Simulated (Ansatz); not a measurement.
Hexagonal-diamond C (model structure)

Calculation: HSE06 (PAW; Ansatz, a program for electronic structure).

Numerical settings: plane-wave cutoff 500 eV, 12×12×6 k mesh (along the axes of the cell as run), gaussian smearing 0.02 eV, scalar-relativistic PAW data made under PBE.

Cell (relaxed at this level):

Space group P6₃/mmc (No. 194); a = 2.493 Å, b = 2.493 Å, c = 4.150 Å, α = 90.00°, β = 90.00°, γ = 120.00°

| atom | site | symmetry | x | y | z |
|---|---|---|---|---|---|
| C | 4f | 3m. | 0.3333 | 0.6667 | 0.0627 |

```
Property                       Result
--------  ---------------------------
band gap  4.33 eV (on the SCF k mesh)
```

The computed numbers hold no vibrational or temperature effects.

A model structure was made by putting elements into a prototype or built by hand; here it ended with the formula and space group of a phase in our tables.
